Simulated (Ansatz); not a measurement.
Rock-salt LiCl: LDA at its full settings (plane-wave cutoff 520 eV, 12×12×12 k mesh, Fermi–Dirac smearing 0.01 eV, scalar-relativistic PAW data made under PBE) and at cheaper ones, in a cell of 2 atoms with Γ-centred meshes.

```tsv
level and setting	equilibrium lattice constant a (Å)	bulk modulus (GPa)
LDA (Ansatz)	4.964	40.9
LDA (250 eV cutoff) (Ansatz)	4.963	42.8
LDA (2×2×2 k mesh) (Ansatz)	5.245	31.3
LDA (4×4×4 k mesh) (Ansatz)	4.972	40.8
```

Largest shifts from the full settings: lattice constant a +5.66 % (LDA (2×2×2 k mesh)), against a difference of -2.09 % of the full result from the reference 5.07 Å (measured, static lattice: zero-point anharmonic expansion removed, sources range from 5.056 to 5.072; as tabulated in Mejia-Rodriguez and Trickey (2018), arXiv:1807.09216); bulk modulus -23 % (LDA (2×2×2 k mesh)), against a difference of +5.7 % of the full result from the reference 38.7 GPa (measured, 0 K value with the zero-point phonon effect removed, sources range from 37.3 to 38.7; as tabulated in Mejia-Rodriguez and Trickey (2018), arXiv:1807.09216).

Ansatz's density-functional and Hartree–Fock values are scalar-relativistic unless marked +SOC, with PAW data made under PBE.

Run with cheap settings on purpose, which may leave them unconverged: LDA (250 eV cutoff), LDA (2×2×2 k mesh), LDA (4×4×4 k mesh).

Ansatz is a first-principles code.
